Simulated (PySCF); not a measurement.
Stepwise substitution at one centre (B Cl-I). All species are isolated molecules in the gas phase. Strings in code marks are SMILES.

Method: PBE-D3(BJ)/def2-TZVP // CAM-B3LYP-D3(BJ)/def2-TZVP in PySCF. Excitations are Tamm–Dancoff values on a coarser integration grid. The basis has no diffuse functions, so Rydberg states are missing or too high.

```tsv
species	HOMO–LUMO gap (eV)	S1 excitation (TDA) (eV)	S1–T1 gap (TDA) (eV)
0 of 3 Cl replaced by I	5.04	5.12	0.19
1 of 3 Cl replaced by I	3.87	3.93	0.14
2 of 3 Cl replaced by I (`ClB(I)I`)	3.39	3.46	0.15
3 of 3 Cl replaced by I (`IB(I)I`)	3.02	3.09	0.15
```
